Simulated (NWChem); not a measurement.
System: chlorine (Cl2); SMILES ClCl

```xyz
2

Cl     0.0000     0.0000     1.0215
Cl     0.0000     0.0000    -1.0215
```
Atoms are numbered in this order, from 1.

Results from NWChem. Pople sets run with spherical d functions. Structure relaxed at the B3LYP/6-31G* (spherical d) level. B3LYP is NWChem's, with the RPA form of VWN correlation. GIAO values for the isolated, static molecule; σ is the absolute isotropic shielding.

Question: What does the run give for B3LYP/6-31G*? Quantities: σ Cl1 (ppm).

Answer: 
| Property | Value |
|---|---|
| σ Cl1 (ppm) | 493.9 |
